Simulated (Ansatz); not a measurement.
# SiH4O2 (built from SMILES O[SiH2]O): search for a transition state, part 2 of 2

Ansatz 0.2.0, Gaussian basis; PBE0-D4. Earlier steps stand in the parts before.

### Step 7. Relaxing after a step of 0.30 Å one way along the mode

Input file downa/in.yaml:

```yaml
crystal:
  periodic: [false, false, false]
  atoms:
    - {symbol: Si, position_ang: [-0.239169, -0.244398, 0.781887]}
    - {symbol: O, position_ang: [0.521802, 0.550460, -0.896620]}
    - {symbol: O, position_ang: [0.486693, -1.528060, 0.444399]}
    - {symbol: H, position_ang: [0.812757, -0.166121, -1.019991]}
    - {symbol: H, position_ang: [-1.706272, -0.088916, 0.564928]}
    - {symbol: H, position_ang: [0.240519, 0.795166, 1.730705]}
    - {symbol: H, position_ang: [-0.116330, 0.681869, -1.605309]}
basis:
  gaussian: {orbitals: def2-TZVP}
hamiltonian: {xc: pbe0, dispersion: d4}
relax: {f_tol: 0.005, max_steps: 200}
```

On the command line:

```sh
$ ansatz run in.yaml --threads 2 --pin off --events-out ev --progress --plain --max-ram 4352MiB
```

What it wrote:

```text
Functional definition: PBE0
  name "PBE0"
  cite "Adamo & Barone, J. Chem. Phys. 110, 6158 (1999) doi:10.1063/1.478522"
  cite "Perdew, Burke & Ernzerhof, Phys. Rev. Lett. 77, 3865 (1996) doi:10.1103/PhysRevLett.77.3865"
  parent pbe
  parameter a = 0.25
  parameter kappa = 0.804
  parameter beta = 0.06672455060314922
  exchange = (1 - a)*pbe_x(kappa = kappa, mu = beta*pi^2/3) + a*exact_x
  correlation = pbe_c(beta = beta)
746 factors; their error is unknown
mean field evaluation 1: about -12020.2594 eV, gradient 7.7e1 eV
mean field evaluation 2: about -11967.7845 eV, gradient 1.6e2 eV
mean field evaluation 4: about -12029.6568 eV, gradient 1.3e1 eV
mean field evaluation 8: about -12029.9313 eV, gradient 3.3e-1 eV
mean field -12029.93137928 eV, -442.0918240082 hartree, gradient 6.8e-5 eV, S^2 0.000000; 0 other end points of the search recorded, 0 dependent functions left out
the calculation of the forces begins
reference -12029.93140507 eV, -442.0918249561 hartree; 17, 17 occupied and 106, 106 virtual orbitals, 746 factors
relax step   1: F+E_penalty+E_count = -12030.01119086 eV  Δ(F+E_penalty+E_count) = +0.000e0 eV  max|allowed force component| = 1.691e1 eV/Å  Δτ_max = 0.0000 Å  (25 SCF iters, accepted)
these checks for a lower state are left out or cut short: starts, cluster_reference, orbital_swaps, neighbouring_geometries, increment
746 factors; their error is unknown
mean field evaluation 16: about -12031.0151 eV, gradient 1.7e1 eV
mean field -12031.46616686 eV, -442.1482264115 hartree, gradient 1.5e-5 eV, S^2 0.000000; 0 other end points of the search recorded, 0 dependent functions left out
the calculation of the forces begins
reference -12031.46619287 eV, -442.1482273673 hartree; 17, 17 occupied and 106, 106 virtual orbitals, 746 factors
relax step   2: F+E_penalty+E_count = -12031.54648855 eV  Δ(F+E_penalty+E_count) = -1.535e0 eV  max|allowed force component| = 6.836e-1 eV/Å  Δτ_max = 0.1269 Å  (36 SCF iters, accepted)
these checks for a lower state are left out or cut short: starts, cluster_reference, orbital_swaps, neighbouring_geometries, increment
746 factors; their error is unknown
mean field -12031.48223594 eV, -442.1488169392 hartree, gradient 1.4e-5 eV, S^2 0.000000; 0 other end points of the search recorded, 0 dependent functions left out
the calculation of the forces begins
reference -12031.48226197 eV, -442.1488178959 hartree; 17, 17 occupied and 106, 106 virtual orbitals, 746 factors
relax step   3: F+E_penalty+E_count = -12031.56253307 eV  Δ(F+E_penalty+E_count) = -1.604e-2 eV  max|allowed force component| = 2.667e-1 eV/Å  Δτ_max = 0.0408 Å  (29 SCF iters, accepted)
these checks for a lower state are left out or cut short: starts, cluster_reference, orbital_swaps, neighbouring_geometries, increment
746 factors; their error is unknown
mean field evaluation 32: about -12031.4508 eV, gradient 1.1e-2 eV
mean field -12031.48805852 eV, -442.1490309153 hartree, gradient 1.4e-5 eV, S^2 0.000000; 0 other end points of the search recorded, 0 dependent functions left out
the calculation of the forces begins
reference -12031.48808455 eV, -442.1490318716 hartree; 17, 17 occupied and 106, 106 virtual orbitals, 746 factors
relax step   4: F+E_penalty+E_count = -12031.56794686 eV  Δ(F+E_penalty+E_count) = -5.414e-3 eV  max|allowed force component| = 2.305e-1 eV/Å  Δτ_max = 0.0221 Å  (30 SCF iters, accepted)
these checks for a lower state are left out or cut short: starts, cluster_reference, orbital_swaps, neighbouring_geometries, increment
746 factors; their error is unknown
mean field -12031.49013472 eV, -442.1491072142 hartree, gradient 1.4e-5 eV, S^2 0.000000; 0 other end points of the search recorded, 0 dependent functions left out
the calculation of the forces begins
reference -12031.49016070 eV, -442.1491081687 hartree; 17, 17 occupied and 106, 106 virtual orbitals, 746 factors
relax step   5: F+E_penalty+E_count = -12031.56985070 eV  Δ(F+E_penalty+E_count) = -1.904e-3 eV  max|allowed force component| = 1.134e-1 eV/Å  Δτ_max = 0.0166 Å  (31 SCF iters, accepted)
these checks for a lower state are left out or cut short: starts, cluster_reference, orbital_swaps, neighbouring_geometries, increment
746 factors; their error is unknown
mean field -12031.49042966 eV, -442.1491180527 hartree, gradient 1.4e-5 eV, S^2 0.000000; 0 other end points of the search recorded, 0 dependent functions left out
the calculation of the forces begins
reference -12031.49045564 eV, -442.1491190075 hartree; 17, 17 occupied and 106, 106 virtual orbitals, 746 factors
relax step   6: F+E_penalty+E_count = -12031.57012748 eV  Δ(F+E_penalty+E_count) = -2.768e-4 eV  max|allowed force component| = 2.743e-2 eV/Å  Δτ_max = 0.0049 Å  (32 SCF iters, accepted)
these checks for a lower state are left out or cut short: starts, cluster_reference, orbital_swaps, neighbouring_geometries, increment
746 factors; their error is unknown
mean field -12031.49062543 eV, -442.1491252475 hartree, gradient 1.4e-5 eV, S^2 0.000000; 0 other end points of the search recorded, 0 dependent functions left out
the calculation of the forces begins
reference -12031.49065142 eV, -442.1491262025 hartree; 17, 17 occupied and 106, 106 virtual orbitals, 746 factors
relax step   7: F+E_penalty+E_count = -12031.57032328 eV  Δ(F+E_penalty+E_count) = -1.958e-4 eV  max|allowed force component| = 1.271e-2 eV/Å  Δτ_max = 0.0140 Å  (31 SCF iters, accepted)
these checks for a lower state are left out or cut short: starts, cluster_reference, orbital_swaps, neighbouring_geometries, increment
746 factors; their error is unknown
mean field evaluation 64: about -12031.4906 eV, gradient 1.4e-5 eV
mean field -12031.49064687 eV, -442.1491260352 hartree, gradient 1.4e-5 eV, S^2 0.000000; 0 other end points of the search recorded, 0 dependent functions left out
the calculation of the forces begins
reference -12031.49067286 eV, -442.1491269902 hartree; 17, 17 occupied and 106, 106 virtual orbitals, 746 factors
relax step   8: F+E_penalty+E_count = -12031.57034225 eV  Δ(F+E_penalty+E_count) = -1.897e-5 eV  max|allowed force component| = 3.077e-3 eV/Å  Δτ_max = 0.0054 Å  (31 SCF iters, accepted)
746 factors; their error is unknown
mean field -12031.49064687 eV, -442.1491260352 hartree, gradient 1.4e-5 eV, S^2 0.000000; 1 other end points of the search recorded, 0 dependent functions left out
the calculation of the forces begins
reference -12031.49067286 eV, -442.1491269902 hartree; 17, 17 occupied and 106, 106 virtual orbitals, 746 factors
Total energy: -12031.57036824 eV, -442.1520557415 hartree
Atom 0 at    -0.221816    -0.246311     0.767136 Å, force    -0.003077     0.000879    -0.000279 eV/Å
Atom 1 at     0.448279     0.583125    -0.876723 Å, force     0.000304     0.000221    -0.000742 eV/Å
Atom 2 at     0.499270    -1.583108     0.548518 Å, force     0.001033    -0.000013    -0.000334 eV/Å
Atom 3 at     0.927014    -0.242950    -1.102626 Å, force    -0.000118     0.000326    -0.001349 eV/Å
Atom 4 at    -1.675670    -0.044351     0.489427 Å, force    -0.000260    -0.000293     0.000762 eV/Å
Atom 5 at     0.230695     0.782257     1.739750 Å, force     0.000587     0.000058    -0.000148 eV/Å
Atom 6 at    -0.207771     0.751338    -1.565483 Å, force     0.001531    -0.001177     0.002089 eV/Å
Dipole moment:    -0.264181     0.773225    -0.692720 e Å
```

Wall time 15 s (2 threads of Arm Neoverse V1, shared host).

The steps of the relaxation:

| step | energy from step 1 (eV) | largest force component (eV/Å) |
| --- | --- | --- |
| 1 | 0.0000 | 16.9087 |
| 2 | -1.5353 | 0.6836 |
| 3 | -1.5513 | 0.2667 |
| 4 | -1.5568 | 0.2305 |
| 5 | -1.5587 | 0.1134 |
| 6 | -1.5589 | 0.0274 |
| 7 | -1.5591 | 0.0127 |
| 8 | -1.5592 | 0.0031 |

Distances of close pairs at the start and the end, largest changes first:

| bond | before (Å) | after (Å) | change (Å) |
| --- | --- | --- | --- |
| O2–H4 | 0.783 | 0.981 | +0.198 |
| Si1–O2 | 2.007 | 1.959 | -0.048 |
| Si1–O3 | 1.513 | 1.535 | +0.022 |
| O2–H7 | 0.963 | 0.966 | +0.003 |
| Si1–H5 | 1.491 | 1.494 | +0.003 |
| Si1–H6 | 1.487 | 1.486 | -0.001 |

### Step 8. Relaxing after a step of 0.30 Å the other way along the mode

Input file downb/in.yaml:

```yaml
crystal:
  periodic: [false, false, false]
  atoms:
    - {symbol: Si, position_ang: [-0.197137, -0.083709, 0.631101]}
    - {symbol: O, position_ang: [0.380861, 0.632102, -0.849767]}
    - {symbol: O, position_ang: [0.668939, -1.366078, 0.199163]}
    - {symbol: H, position_ang: [0.818937, -0.657230, -0.675356]}
    - {symbol: H, position_ang: [-1.679087, -0.022242, 0.493329]}
    - {symbol: H, position_ang: [0.218264, 0.740166, 1.808628]}
    - {symbol: H, position_ang: [-0.210777, 0.756990, -1.607098]}
basis:
  gaussian: {orbitals: def2-TZVP}
hamiltonian: {xc: pbe0, dispersion: d4}
relax: {f_tol: 0.005, max_steps: 200}
```

On the command line:

```sh
$ ansatz run in.yaml --threads 2 --pin off --events-out ev --progress --plain --max-ram 4352MiB
```

What it wrote, cut to the lines that bear on the results:

```text
[... 5 set-up lines as earlier in the session ...]
[...]
746 factors; their error is unknown
[...]
mean field -12032.04397671 eV, -442.1694605316 hartree, gradient 4.1e-5 eV, S^2 0.000000; 0 other end points of the search recorded, 0 dependent functions left out
[...]
reference -12032.04400219 eV, -442.1694614682 hartree; 17, 17 occupied and 106, 106 virtual orbitals, 746 factors
relax step   1: F+E_penalty+E_count = -12032.12064583 eV  Δ(F+E_penalty+E_count) = +0.000e0 eV  max|allowed force component| = 2.461e0 eV/Å  Δτ_max = 0.0000 Å  (25 SCF iters, accepted)
[...]
reference -12033.66664794 eV, -442.2290925995 hartree; 17, 17 occupied and 106, 106 virtual orbitals, 746 factors
Total energy: -12033.74415554 eV, -442.2319409515 hartree
Atom 0 at    -0.108477     0.098989     0.388249 Å, force    -0.002098    -0.000960     0.003265 eV/Å
Atom 1 at     0.228656     1.086533    -0.881808 Å, force     0.002971     0.002995    -0.003338 eV/Å
Atom 2 at     0.861602    -1.218691     0.387586 Å, force     0.001153    -0.002336    -0.000744 eV/Å
Atom 3 at     0.861425    -1.781096    -0.388035 Å, force    -0.000426     0.000933     0.001018 eV/Å
Atom 4 at    -1.547291    -0.279912     0.296377 Å, force     0.000259    -0.000122    -0.000307 eV/Å
Atom 5 at     0.197752     0.777641     1.663480 Å, force    -0.000182    -0.000100    -0.000187 eV/Å
Atom 6 at    -0.493667     1.316535    -1.465850 Å, force    -0.001677    -0.000411     0.000294 eV/Å
Dipole moment:    -0.333419    -0.082961    -0.363411 e Å
```

Run time: 27 s. Hardware: 2 threads of Arm Neoverse V1, shared host.

Along the way: (the energy doesn't fall at every step)

| step | energy from step 1 (eV) | largest force component (eV/Å) |
| --- | --- | --- |
| 1 | 0.0000 | 2.4614 |
| 2 | -0.2749 | 2.6367 |
| 3 | -0.7425 | 3.1148 |
| 4 | -1.1450 | 2.1576 |
| 5 | -1.4421 | 1.1184 |
| 6 | -1.5670 | 0.3626 |
| 7 | -1.5823 | 0.3927 |
| 8 | -1.5862 | 0.5940 |
| 9 | -1.6126 | 0.3218 |
| 10 | -1.6187 | 0.2248 |
| 11 | -1.6233 | 0.0259 |
| 12 | -1.6235 | 0.0311 |
| 13 | -1.6235 | 0.0311 |
| 14 | -1.6219 | 0.1974 |
| 15 | -1.6235 | 0.0136 |
| 16 | -1.6235 | 0.0033 |

Distances of close pairs at the start and the end, largest changes first:

| bond | before (Å) | after (Å) | change (Å) |
| --- | --- | --- | --- |
| O3–H4 | 1.136 | 0.958 | -0.178 |
| Si1–O2 | 1.743 | 1.644 | -0.100 |
| Si1–O3 | 1.607 | 1.636 | +0.030 |
| Si1–H6 | 1.496 | 1.477 | -0.019 |
| O2–H7 | 0.969 | 0.957 | -0.012 |
| Si1–H5 | 1.490 | 1.491 | +0.001 |

### Step 9. What the saddle joins

| pair | start side (Å) | saddle (Å) | end side (Å) |
| --- | --- | --- | --- |
| O2–H4 | 2.978 | 1.067 | 0.981 |
| Si1–O2 | 1.644 | 1.875 | 1.959 |
| O3–H4 | 0.958 | 1.580 | 2.169 |

### Step 10. What came out

The summary covers parts 1 to 2.

```
                       quantity                                        value
                 imaginary mode                                    551i cm⁻¹
    barrier from the start side                                     2.220 eV
      barrier from the end side                                     0.046 eV
             energy of the step                                    +2.174 eV
              pairs that change  O2–H4 formed, Si1–O2 loosened, O3–H4 broken
zero-point energy at the saddle                                     1.171 eV
```

In words: The point has a single imaginary mode (551i cm⁻¹), as a transition state must. Going downhill both ways gives the intended start and end. A bond meant to break is only loosened at the end: the products stay bound as an adduct. At PBE0-D4/def2-TZVP the electronic barrier is 2.220 eV, about 86 kT at 298 K, and the step runs 2.174 eV uphill. A step off the saddle overshot and began above it in energy, so the link to its end is likely but not proven.
